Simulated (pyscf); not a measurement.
Structures and frequencies: ωB97X-D3(BJ)/def2-SVP in PySCF. MP2 and CC: frozen core, UHF for open shells. ΔMP2 is the change of the MP2 total energy from the triple- to the quadruple-zeta basis.

SMILES: O[Si]O
```xyz
5

O     -0.9694     0.6178     0.6196
Si    -1.9300    -0.3642    -0.3482
O     -0.9701    -1.7213    -0.3466
H     -1.3087     1.5050     0.7864
H     -0.1481    -1.6582     0.1606
```
Charge 0, spin multiplicity 1.

Question: How much does it cost (ΔH, 298 K, CCSD(T)/def2-TZVPP + ΔMP2(QZVPP)) to split `[OH][Si][OH]` [singlet] at its H–O bond into [O=Si–OH]• + H•?

Answer: H–O to [O=Si–OH]• + H•: 95.6 kcal/mol. The radicals are drawn with the spin at the cut bond; how far it spreads was not checked. Other isomers of HO–Si:–OH [singlet], [O=Si–OH]• were not searched in full and may lie lower. The CCSD(T) − MP2 part came from Ansatz, without density fitting, on the same reference.
